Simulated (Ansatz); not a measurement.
# O2S: the cost of one run

Program: the Python package of Ansatz 0.2.0. Level of theory: CAM-B3LYP/6-31G*. These are calculated values, not measurements.

**1. The structure**

Bond lengths: O1–S2 1.658 Å, S2–O3 1.658 Å. Angles: O1–S2–O3 113.0°.

No structure file is read: the coordinates are typed or built in the script.

**2. The script**

run_opt.py reads:

```python
import itertools

import ansatz
from ase import Atoms
from ase.data import atomic_numbers, covalent_radii
import numpy as np

atoms = Atoms(["O", "S", "O"], positions=[
    (-1.3695, 0.3587, 0.0),
    (-0.0238, -0.6095, 0.0),
    (1.3932, 0.2509, 0.0),
])
mol = ansatz.Crystal.molecule_from_ase(atoms)

setup = (
    mol.calculation()
    .basis(gaussian="6-31G*")
    .functional("cam_b3lyp")
)
symbols = [site.symbol for site in mol.cartesian_sites]
start = np.array([site.position_ang for site in mol.cartesian_sites], dtype=float)
def progress(event):
    if event["event"] == "relax_step":
        row = event["data"]
        print(f"step {row['step']:3d}  E = {row['lagrangian_ev']:.6f} eV  largest force component {row['allowed_force_max_ev_ang']:.4f} eV/A")


r = setup.relax(force_tolerance=0.02, max_steps=100).session().plan().execute(on_event=progress).report
end = np.array(r["positions_ang"])

for key in ("converged", "free_energy_ev", "reference_energy_ev", "n_frozen", "n_occupied", "n_virtual"):
    print(f"{key:22s} {r[key]}")

radius = [covalent_radii[atomic_numbers[s]] for s in symbols]
span = lambda where, i, j: np.linalg.norm(where[i] - where[j])
bonded = [(i, j) for i, j in itertools.combinations(range(len(symbols)), 2) if min(span(start, i, j), span(end, i, j)) < 1.2 * (radius[i] + radius[j])]
print("pair        before    after (A)")
for i, j in bonded:
    print(f"{symbols[i]}{i}-{symbols[j]}{j}".ljust(10), f"{span(start, i, j):8.4f} {span(end, i, j):8.4f}")
for first, second in list(itertools.combinations(bonded, 2)):
    shared = set(first) & set(second)
    if shared and symbols[(j := shared.pop())] != "H":
        i, k = sorted((set(first) | set(second)) - {j})
        u, v = end[i] - end[j], end[k] - end[j]
        angle = np.degrees(np.arccos(np.clip(u @ v / np.linalg.norm(u) / np.linalg.norm(v), -1, 1)))
        print(f"final angle {symbols[i]}{i}-{symbols[j]}{j}-{symbols[k]}{k}: {angle:.2f} deg")

charges = r["charge_distribution"]
print("dipole moment", round(4.803205 * float(np.linalg.norm(charges["dipole_moment_e_ang"])), 3), "D")
print("Mulliken:", [(s, round(q, 3)) for s, q in zip(symbols, charges["mulliken_charges_e"])])
with open("o2s_opt.xyz", "w") as handle:
    handle.write(f"{len(symbols)}\nrelaxed O2S\n")
    handle.writelines(f"{s:2s} {x:11.6f} {y:11.6f} {z:11.6f}\n" for s, (x, y, z) in zip(symbols, end))
```

**3. What the engine is handed**

The engine receives this input:

```yaml
crystal:
  periodic: [false, false, false]
  atoms:
    - { symbol: O, position_ang: [-1.3695, 0.3587, 0.0] }
    - { symbol: S, position_ang: [-0.0238, -0.6095, 0.0] }
    - { symbol: O, position_ang: [1.3932, 0.2509, 0.0] }
basis:
  gaussian:
    orbitals: "6-31G*"
hamiltonian:
  xc: cam_b3lyp
relax:
  f_tol: 0.02
  max_steps: 100
```

**4. Running it**

Started as:

```bash
$ python run_opt.py
```

What time and memory should one allow on 1 thread of Arm Neoverse V2, shared host?

About 7.6 s, with a peak of 0.17 GiB.
